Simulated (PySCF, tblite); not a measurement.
Isomers of C4H7 (doublet state). Computed values, GFN2-xTB/tblite, gas phase, harmonic and unscaled. The method is semi-empirical: single wavenumbers can be off by several per cent or more. One conformer each. Open shells enter through the occupations alone, without spin polarisation, and single modes of such species can be off by tens of per cent.

Electronic energies: B3LYP/pcH-1 single points on the GFN2-xTB geometries (PySCF, gas phase).

```
     SMILES  electronic energy, lowest = 0 (kJ/mol)
 [CH]=C(C)C                                   110.2
[CH2]/C=C/C                                     0.0
 [CH2]C1CC1                                    94.6
   C[C]1CC1                                   118.3
```

Task: How do GFN2-xTB zero-point energies change the relative energies?

Result: 
```csv
SMILES,ZPE (kJ/mol),of it from modes above 1550 cm⁻¹,electronic (kJ/mol),"with ZPE, lowest = 0 (kJ/mol)",lowest mode (cm⁻¹),rings
[CH2]/C=C/C,243.0,127.7,0.0,0.0,119,0
[CH2]C1CC1,245.2,130.1,94.6,96.7,254,1
[CH]=C(C)C,242.8,138.1,110.2,109.9,109,0
C[C]1CC1,245.9,125.4,118.3,121.2,100,1
```

The zero-point energies span 3.1 kJ/mol, from `[CH]=C(C)C` to `C[C]1CC1`. The order is unchanged.

Task: And how do the electronic energies of GFN2-xTB itself compare?

Result: `[CH2]/C=C/C` 0.0; `[CH2]C1CC1` 47.6; `[CH]=C(C)C` 105.4; `C[C]1CC1` 75.1 kJ/mol, lowest = 0. Against the energies above, taken from the same isomer `[CH2]/C=C/C`, the largest difference is 47.0 kJ/mol.

Task: What do entropy and thermal enthalpy add at 298.15 K and 1 bar (rigid rotor, harmonic oscillator, one conformer each)?

Result: 
| SMILES | point group | symmetry number | S (J/(mol K)) | H − H(0) (kJ/mol) | ZPE + H − H(0) − TS (kJ/mol) |
| --- | --- | --- | --- | --- | --- |
| [CH2]/C=C/C | Cs | 1 | 302.4 | 16.67 | 169.5 |
| [CH2]C1CC1 | Cs | 1 | 288.6 | 14.98 | 174.1 |
| [CH]=C(C)C | Cs | 1 | 308.8 | 17.37 | 168.1 |
| C[C]1CC1 | Cs | 1 | 297.4 | 15.59 | 172.8 |

S holds R ln(2S + 1) for the spin.
